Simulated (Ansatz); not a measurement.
# CHF+ (doublet): the correlation ladder, cc-pVTZ

Aim: climb from Hartree-Fock through coupled cluster for CHF+ (doublet) at one geometry and basis, and see what each rung misses.

Computed with Ansatz 0.2.0, Gaussian basis. Level: cc-pVTZ, core rule «outside noble gas», up to 2 orbitals frozen.

Plan: UHF; CCSD(T) on ROHF; CCSD(T) on UHF; BCCD(T) on ROHF; CCSDT(Q) on ROHF; CCSDT(Q) on UHF.

11 further runs of the same task are left out: 7 for a known fault of the program, 4 set aside as unsound or not needed.

**1. What is computed**

The geometry is a PBE0/def2-TZVP stationary point (not a proven minimum) of the parent state, kept for this charge and spin.

3 atoms, charge 1, spin multiplicity 2.

Atoms are counted from 1 here; the program's logs count them from 0.

Bond lengths: C1–F2 1.301 Å, C1–H3 1.126 Å. Angles: F2–C1–H3 102.3°.

As a file:

```
atom   x (Å)    y (Å)    z (Å)
  C1  0.0000  -0.1639   0.7472
  F2  0.0000   0.0569  -0.5345
  H3  0.0000   0.8798   1.1709
```

**2. UHF**

in.yaml

```yaml
crystal:
  periodic: [false, false, false]
  atoms:
    - {symbol: C, position_ang: [0.000000, -0.163885, 0.747173]}
    - {symbol: F, position_ang: [0.000000, 0.056933, -0.534482]}
    - {symbol: H, position_ang: [0.000000, 0.879752, 1.170931]}
basis:
  gaussian: {orbitals: cc-pVTZ}
total_charge: 1
magnetization: {spin_polarized: true, initial_magnetization: 1}
hamiltonian: {xc: hf}
output: {orbitals: {seedname: orbitals}}
```

On the command line:

```bash
> ansatz run in.yaml --threads 1 --pin off --events-out ev --progress --plain --max-ram 4096MiB --backend cpu
```

Further steps of the session: CCSD(T) on ROHF; CCSD(T) on UHF; BCCD(T) on ROHF; CCSDT(Q) on ROHF; CCSDT(Q) on UHF.

Before running them: what should the planned runs give, taken together? Wanted: UCCSDT(Q) below the RHF energy; RMP2 from UCCSDT(Q); UMP2 from UCCSDT(Q); RCCSD from UCCSDT(Q); RCCSD(T) from UCCSDT(Q); UCCSD(T) from UCCSDT(Q); RCCSDT(Q) from UCCSDT(Q); T1 diagnostic.

**Answer**, as computed:

| quantity | value |
| --- | --- |
| UCCSDT(Q) below the RHF energy | -10.6402 eV |
| RMP2 from UCCSDT(Q) | +773.4 meV |
| UMP2 from UCCSDT(Q) | +758.7 meV |
| RCCSD from UCCSDT(Q) | +460.0 meV |
| RCCSD(T) from UCCSDT(Q) | +44.9 meV |
| UCCSD(T) from UCCSDT(Q) | +45.4 meV |
| RCCSDT(Q) from UCCSDT(Q) | +17.8 meV |
| levels within 1 kcal/mol (43 meV) | BCCD(T), RCCSDT, UCCSDT, RCCSDT(Q) |
| T1 diagnostic | 0.035 |

RCCSD(T) lands +44.9 meV from the yardstick (0.4 % of the correlation energy). These misses are within one basis, not against nature; the frozen cores of restricted and unrestricted runs differ, which can shift their rows.
